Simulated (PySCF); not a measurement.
H2Si, charge +1, multiplicity 2. Atoms are numbered in the order given.

```xyz
3

Si     0.0000     0.0000    -0.0935
H      0.0000    -1.2898     0.6547
H      0.0000     1.2898     0.6547
```
Charge +1, spin multiplicity 2.

Geometry: PBE0-D3(BJ)/def2-TZVPD. The isomer is the one that the SMILES or the coordinates give; other isomers of the formula were not compared.

The numbers are results of TDA-CAM-B3LYP/def2-TZVPD run with PySCF 2.14.0, not measurements.

Vertical excitations. 

```
state    energy (eV)  λ (nm)      f                                                    main pairs
-------  -----------  ------  -----  ------------------------------------------------------------
root 1          2.04     607  0.006                                              α HOMO→LUMO 99 %
root 2          4.66     266  0.010                                              β HOMO→LUMO 97 %
root 3          4.92     252  0.000                        α HOMO−1→LUMO 39 %, β HOMO→LUMO+1 59 %
root 4          5.64     220  0.000                        α HOMO−1→LUMO 60 %, β HOMO→LUMO+1 40 %
root 5          6.85     181  0.004                                            α HOMO→LUMO+1 96 %
root 6          7.55     164  0.105                         α HOMO→LUMO+2 90 %, β HOMO→LUMO+2 6 %
root 7          8.65     143  0.000   α HOMO−2→LUMO 32 %, α HOMO→LUMO+6 7 %, β HOMO−1→LUMO+1 56 %
root 8          8.67     143  0.024  α HOMO→LUMO+5 12 %, α HOMO−1→LUMO+2 11 %, β HOMO−1→LUMO 70 %
root 9          8.95     138  0.007                      α HOMO−1→LUMO+1 44 %, β HOMO→LUMO+2 48 %
root 10         9.36     133  0.128                                            α HOMO→LUMO+3 97 %
```
Unrestricted roots are not spin-pure.
